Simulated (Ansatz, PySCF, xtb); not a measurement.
Potential energy curve for LiH, singlet.

Computed with: UMP2 = MP2 on UHF/cc-pVTZ, frozen core (Ansatz, a quantum-chemistry and plane-wave program); RMP2/3-21G = restricted MP2 (frozen core)/3-21G (PySCF); UKS-PBE = unrestricted PBE/cc-pVTZ (Ansatz); GFN1-xTB (xtb); RKS-B3LYP/LANL2DZ = restricted B3LYP/LANL2DZ run with PySCF 2.14.0.

Energies are in eV, each relative to the lowest point of its own curve near equilibrium.

```csv
R / Å,UMP2,RMP2/3-21G,UKS-PBE,GFN1-xTB,RKS-B3LYP/LANL2DZ
1.20,0.887,1.073,0.850,0.298,0.944
1.28,0.510,0.655,0.489,0.117,0.555
1.36,0.259,0.366,0.249,0.028,0.292
1.44,0.105,0.176,0.102,0.000,0.126
1.51,0.031,0.073,0.031,0.010,0.042
1.52,0.025,0.062,0.024,0.013,0.034
1.60,0.000,0.009,0.000,0.056,0.000
1.65,0.007,0.000,0.006,0.094,0.002
1.67,0.014,0.001,0.012,0.111,0.007
1.73,0.046,0.017,0.041,0.170,0.034
1.86,0.164,0.107,0.149,0.327,0.144
1.98,0.312,0.238,0.285,0.502,0.287
2.11,0.498,0.411,0.454,0.710,0.469
2.42,1.202,0.885,0.891,1.234,0.948
2.62,1.582,1.201,1.167,1.588,1.257
2.91,1.883,1.638,1.518,2.119,1.675
3.21,2.040,2.048,1.784,2.670,2.060
3.52,2.123,2.414,1.976,3.215,2.403
3.95,2.176,2.820,2.147,3.883,2.793
4.35,2.196,3.085,2.242,4.376,3.079
4.73,2.205,3.229,2.294,—,3.295
5.56,2.211,3.182,2.310,—,3.623
6.32,2.212,2.784,2.311,—,3.800
```

At the longest distance, 6.32 Å, RKS-B3LYP/LANL2DZ lies highest above its minimum (3.800 eV) and UMP2 lowest (2.212 eV).

The RMP2/3-21G curve passes through a maximum at 4.73 Å and then falls by 0.446 eV up to the last usable point.

Dashes: no converged value, or the column stops at the first point that the program doubted or that broke a chosen test of continuity, which isn't proof of a fault.

The unrestricted determinant behind UMP2 is spin-contaminated at 2.42 to 6.32 Å (<S²> up to 1.0, against 0.00 for a pure singlet). The restricted form behind RMP2/3-21G, RKS-B3LYP/LANL2DZ keeps the bonding electrons paired and can't separate into open-shell fragments. The unrestricted determinant behind UKS-PBE is spin-contaminated at 2.91 to 6.32 Å (<S²> up to 1.0, against 0.00 for a pure singlet).
